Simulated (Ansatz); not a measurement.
# A correction line for HF/def2-SVP: atomisation energy

The atomisation energy (no zero-point term) in kJ/mol of 6 B-containing radicals: x at HF/def2-SVP, y at CCSD(T)/CBS estimate. Shapes, held fixed at every level: PBE0-D4/def2-TZVP. Flexible molecules stand in one conformer, not always the lowest. Programs: Ansatz 0.2.0.

| molecule | x (kJ/mol) | y (kJ/mol) |
| --- | --- | --- |
| BCl2 (SMILES Cl[B]Cl) | 669 | 846 |
| BF2 (SMILES F[B]F) | 963 | 1233 |
| B(SH)2 | 1067 | 1472 |
| B(CH3)Cl | 1654 | ? |
| CH4BO (SMILES [BH]OC) | 1938 | 2535 |
| BH(CH3)O | 2059 | 2634 |

Task: Fit y = c + s·x to the known rows and predict y for B(CH3)Cl.

Result: 
1. Means of the 5 rows: x = 1339.20, y = 1744.0.
2. Σ(Δx)² = 1541461, Σ(Δx·Δy) = 1982389, so the slope is 1982389/1541461 = 1.286.
3. Intercept: 1744.0 − (1.286) × 1339.20 = 21.8. The largest residual of the fit is 78.
4. B(CH3)Cl: 21.8 + 1.286 × 1654 = 2149 kJ/mol.

CCSD(T)/CBS estimate gives 2074 kJ/mol, so the prediction is off by +75 kJ/mol, within the largest residual. Uncorrected, HF/def2-SVP misses B(CH3)Cl by -420 kJ/mol, and the other rows by 405 on average. The line overshoots: the miss goes from -420 to +75. Hartree–Fock lacks correlation, which doesn't scale simply with the atomisation energy. Left out in turn, the other rows are missed by 65 kJ/mol on average. Open shells run unrestricted. The CBS estimate extrapolates MP2 from def2-TZVPP and def2-QZVPP and adds CCSD(T) − MP2 in the triple-zeta set, cores frozen.
